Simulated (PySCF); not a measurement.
Species: hydrogen isocyanide, CHN.
SMILES: `[C-]#[NH+]`

Computed with wB97X-D/def2-SVPD in PySCF (dipole) on a GFN2-xTB geometry, gas phase.

Take the most abundant isotopes and a rigid rotor. 

What are the moment of inertia and the rotational constant?

I = 10.950 u·Å², B = 505379 MHz·u·Å²/I = 46155 MHz (1.5396 cm⁻¹, or 2.215 K as hB/k).

List the first levels of a rigid rotor in a Σ state.

E(J) = BJ(J+1): J = 1: 3.079, J = 2: 9.237, J = 3: 18.475, J = 4: 30.791, J = 5: 46.187, J = 6: 64.662 cm⁻¹.

Where do the first rotational lines fall?

The dipole is 3.15 D; J+1 ← J lies at 2B(J+1): 1 ← 0 at 92.31 GHz, 2 ← 1 at 184.62 GHz, 3 ← 2 at 276.93 GHz, 4 ← 3 at 369.24 GHz, 5 ← 4 at 461.55 GHz, 6 ← 5 at 553.86 GHz.

Estimate the classical rotational partition function at 25 K, 50 K and 500 K.

Point group C∞v, symmetry number σ = 1; q = kT/(σhB), k/h = 20836.6 MHz/K: 11.3 at 25 K, 22.6 at 50 K, 226 at 500 K.

No frequency check. No vibrational averaging or centrifugal distortion is included, and the geometry carries the error of its method.
